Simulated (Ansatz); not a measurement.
BNH₆⁺, that is B(NH3)H3 with one electron fewer. Charge 1, multiplicity 2. Geometry r2SCAN-D4/def2-TZVP, that of the neutral singlet.

```xyz
8

B     0.190   -0.666    0.483
N    -0.181    0.636   -0.461
H    -0.621    0.343   -1.329
H     0.654    1.165   -0.697
H    -0.822    1.263    0.017
H     0.702   -0.198    1.475
H     0.949   -1.332   -0.185
H    -0.870   -1.210    0.697
```

At PBE-D4/def2-TZVP the gap within one spin of the charge 1 doublet nearly closes, so an electron or hole may be smeared out by delocalisation error.

(1) Estimate the α-spin orbital energies around the gap (eV) in Ansatz with PBE-D4/def2-TZVP, r2SCAN-D4/def2-TZVP, PBE0-D4/def2-TZVP.

Answers

(1) 
```csv
orbital,PBE-D4/def2-TZVP,r2SCAN-D4/def2-TZVP,PBE0-D4/def2-TZVP
HOMO−5,-20.64,-21.38,-22.78
HOMO−4,-19.98,-20.42,-21.72
HOMO−3,-19.85,-20.27,-21.58
HOMO−2,-16.58,-17.08,-18.29
HOMO−1,-15.74,-16.24,-17.28
HOMO,-14.65,-14.96,-16.07
LUMO,-6.12,-5.30,-5.21
LUMO+1,-4.06,-3.05,-3.13
LUMO+2,-4.03,-3.01,-3.12
LUMO+3,-3.73,-2.90,-2.89
LUMO+4,-3.37,-2.64,-2.41
LUMO+5,-2.89,-2.17,-1.91
β HOMO,-14.17,-14.40,-15.43
β LUMO,-14.13,-13.86,-13.07
```
